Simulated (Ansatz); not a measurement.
InSb2S4Br (C2/m, No. 12) was calculated with r²SCAN (plane waves, PAW; Ansatz, a first-principles code).

Run with plane-wave cutoff 560 eV, 10×10×4 k mesh (along the axes of the cell as run), Fermi–Dirac smearing 0.01 eV, scalar-relativistic PAW data made under PBE.

Cell (measured lattice):

```xyz
16
Lattice="10.0885 -1.9335 0.0000 10.0885 1.9335 0.0000 -5.6760 0.0000 10.1852" Properties=species:S:1:pos:R:3 pbc="T T T"
In     3.5798     0.0000     5.7669
In    10.9212     0.0000     4.4183
Sb    -3.5046     0.0000     7.9760
Sb    18.0056     0.0000     2.2092
Sb    13.6722     0.0000     0.9880
Sb     0.8288     0.0000     9.1972
S      2.3072     0.0000     3.5465
S     12.1938     0.0000     6.6387
S      5.7002     0.0000     1.3394
S      8.8008     0.0000     8.8459
S      1.9037     0.0000     0.2516
S     12.5973     0.0000     9.9336
S      4.8785     0.0000     8.0239
S      9.6225     0.0000     2.1613
Br    15.4375     0.0000     4.7392
Br    -0.9366     0.0000     5.4460
```

Question: Predict the band gap, smallest direct gap on the k points sampled and direct gap at Γ.

Answer: 
band gap: 1.75 eV
smallest direct gap on the k points sampled: 1.78 eV
direct gap at Γ: 2.16 eV

Note: cell and atoms aren't relaxed at this level (largest force component 0.10 eV/Å, pressure 1.1 GPa).

Spin–orbit coupling is not included.

Static lattice: no zero-point or thermal effects.
